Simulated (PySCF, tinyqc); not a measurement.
Ways to converge the cycle: SCF convergence aids in the sto-3g basis, for H2O, spin multiplicity 1. Computed by the program tinyqc with PySCF. Command: `OMP_NUM_THREADS=1 python tinyqc.py 113872 113873 out.jsonl`; one thread of a shared host (Intel(R) Xeon(R) Processor @ 2.60GHz), about 0.6 s.

Geometry (angstrom):
```
atom       x        y       z
O     0.0000   0.0000  0.0000
H     0.0000   1.0930  0.7660
H     0.0000  -1.0930  0.7660
```

lowest restricted solution found by these runs and by PySCF = -74.809583 hartree

RHF with one setting changed at a time; a run stops when the energy changes by less than 1e-09 hartree and the error matrix is below 1e-5. The start is the Wolfsberg-Helmholz matrix. Damping d keeps d of the old density; a shift (hartree) raises the virtual levels; DIIS n extrapolates F over n matrices.

Largest element of the error matrix X^T (FDS - SDF) X:
```
iteration    plain  damping 0.3  damping 0.6  shift 0.4   DIIS 3   DIIS 8
1          5.1e-01      5.1e-01      5.1e-01    5.1e-01  5.1e-01  5.1e-01
2          2.0e-01      1.1e-01      2.6e-01    1.5e-01  2.0e-01  2.0e-01
3          9.3e-02      5.2e-02      1.4e-01    9.0e-02  2.9e-02  2.9e-02
4          3.5e-02      2.5e-02      7.5e-02    4.6e-02  4.0e-03  4.0e-03
5          1.5e-02      1.2e-02      5.4e-02    2.3e-02  4.2e-04  4.5e-04
6          5.8e-03      6.0e-03      3.9e-02    1.2e-02  2.3e-04  6.6e-05
8          9.2e-04      1.4e-03      2.0e-02    4.4e-03  2.0e-06  5.4e-08
10         1.5e-04      3.7e-04      9.8e-03    2.3e-03        -        -
14         5.6e-06      3.5e-05      2.5e-03    6.5e-04        -        -
20               -      4.0e-06      3.5e-04    9.3e-05        -        -
30               -            -      2.1e-05          -        -        -
```

How each run ends:
```
run          iterations  E (hartree)         state
plain                14   -74.809583  lowest found
damping 0.3          20   -74.809583  lowest found
damping 0.6          41   -74.809583  lowest found
shift 0.4            28   -74.809583  lowest found
DIIS 3                8   -74.809583  lowest found
DIIS 8                8   -74.809583  lowest found
```

6 of 6 runs reach the lowest restricted solution found, in 8 to 41 iterations (fastest: DIIS 3, DIIS 8). Plain steps already contract here, so damping only slows them. DIIS 3 and DIIS 8 gain by cancelling the error over several earlier matrices, much as a quasi-Newton step does. The restricted reference is unstable here: a spin-polarised solution lies 0.0107 hartree lower (PySCF), so results built on it describe a poor reference.
